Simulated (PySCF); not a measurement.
From one molecule to another.

First species: isobutanol, C4H10O.
Cartesian coordinates in Å at the GFN2-xTB level; atoms count from 1:
```
atom  x, y, z in Å
C1     1.267   -0.737    0.165
C2     0.002    0.095    0.356
C3     0.288    1.582    0.167
C4    -1.085   -0.365   -0.626
O5    -1.473   -1.704   -0.434
H6     1.997   -0.512    0.938
H7     1.712   -0.526   -0.805
H8     1.027   -1.797    0.207
H9    -0.372   -0.064    1.376
H10    1.058    1.909    0.862
H11   -0.608    2.174    0.342
H12    0.635    1.774   -0.845
H13   -0.708   -0.316   -1.650
H14   -1.959    0.300   -0.547
H15   -1.786   -1.806    0.472
```

Second species: C5H5NO2Si.
Geometry (GFN2-xTB, Å), atoms numbered from 1 in this order:
```
atom  x, y, z in Å
N1     3.8594    1.5919   -1.2166
C2     3.1200    0.8172   -0.8060
C3     2.2220   -0.1386   -0.3003
C4     0.9029    0.0718   -0.1966
C5     0.0235   -0.9508    0.3975
O6     0.3422   -2.1194    0.4805
Si7   -1.6861   -0.3351    1.0491
C8    -2.4994    0.4514   -0.5113
O9    -1.9912    1.3687   -1.1033
H10    2.6499   -1.0819    0.0209
H11    0.4458    1.0025   -0.5029
H12   -2.4835   -1.4524    1.5357
H13   -1.4464    0.7406    2.0087
H14   -3.4599    0.0338   -0.8776
```

Levels: CAM-B3LYP/def2-SVPD for dipole moment, HOMO energy, LUMO energy, HOMO–LUMO gap, static isotropic polarisability and electronic spatial extent ⟨r²⟩ about the centre of nuclear charge; TDDFT CAM-B3LYP/def2-SVPD for lowest singlet excitation; TDA CAM-B3LYP/def2-SVPD for lowest triplet excitation (Tamm–Dancoff); GFN2-xTB for rotational constant A and rotational constant C. Geometries: GFN2-xTB. Each structure is a single optimised conformer of the isolated species, non-relativistic unless stated. Electronic properties by PySCF.

The conformers computed, where there is a choice (atom-mapped SMILES and torsion angles):
- `[CH3:1][CH:2]([CH3:3])[CH2:4][OH:5]`: C1–C2–C4–O5 62°, H–O5–C4–C2 58°
- `[N:1]#[C:2]/[CH:3]=[CH:4]/[C:5](=[O:6])[SiH2:7][CH:8]=[O:9]`: C3–C4–C5–O6 -20°, C4–C5–Si7–C8 58°, C5–Si7–C8–O9 -59°

(1) Which of the two has the higher HOMO energy, and by how much?

(2) Which of the two has the higher T1 energy, and by how much?

(3) Which has the higher rotational constant A?

(4) Which has the higher rotational constant C?

(5) Which of the two has the higher S1 energy, and by how much?

(6) Which of the two has the higher HOMO–LUMO gap, and by how much?

(7) Which has the higher dipole moment?

(8) Which has the higher static isotropic polarisability?

Answers

(1) The second: -8.94 eV against -9.29 eV, a difference of 0.35 eV.

(2) The first: 6.66 eV against 2.25 eV, a difference of 4.41 eV.

(3) The first: 7.625 GHz against 2.186 GHz, a difference of 5.439 GHz.

(4) The first: 2.682 GHz against 0.578 GHz, a difference of 2.104 GHz.

(5) The first: 6.96 eV against 2.78 eV, a difference of 4.18 eV.

(6) The first: 10.53 eV against 6.68 eV, a difference of 3.85 eV.

(7) The second: 4.81 D against 1.77 D, a difference of 3.04 D.

(8) The second: 100.4 au against 55.5 au, a difference of 44.9 au.

On the first: The polarisability is 8.22 Å³ as a volume (1 au = 0.148185 Å³), or 1.32 au for each of the 42 electrons. The principal polarisabilities are 51.0, 56.2 and 59.1 au; their mean is the isotropic value.

On the second: S1 lies 3.90 eV below the HOMO–LUMO gap; its leading configuration is HOMO→LUMO, weight 0.62. The principal polarisabilities are 68.0, 91.9 and 141.3 au; their mean is the isotropic value.
